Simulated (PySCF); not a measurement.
Delta-SCF ions had no search for a lower state. Excitations are Tamm–Dancoff values on a coarser integration grid. The basis has no diffuse functions, so Rydberg states are missing or too high.

**AlCl3, SMILES `[Cl][Al]([Cl])[Cl]` (charge 0, multiplicity 1)**

Method: PBE-D3(BJ)/def2-TZVP // B3LYP-D3(BJ)/def2-TZVP in PySCF.

```
Property                                                      Result
--------------------------------------  ----------------------------
HOMO                                                        -7.96 eV
dipole moment                                                 0.00 D
HOMO–LUMO gap                                                5.78 eV
LUMO                                                        -2.17 eV
S1 excitation (TDA)                                          5.90 eV
S1 oscillator strength                                         0.000
T1 excitation (TDA)                                          5.66 eV
S1–T1 gap (TDA)                                              0.24 eV
vertical ionisation energy (Delta-SCF)                      10.85 eV
total energy                                           -1622.5967 Ha
cost                                    very roughly 50 core-seconds
```

Bonds (Å): Cl1–Al2 2.076, Al2–Cl3 2.076, Al2–Cl4 2.076. Angles (°): Cl1–Al2–Cl3 120.0, Cl1–Al2–Cl4 120.0, Cl3–Al2–Cl4 120.0.
Charge 0, spin multiplicity 1.
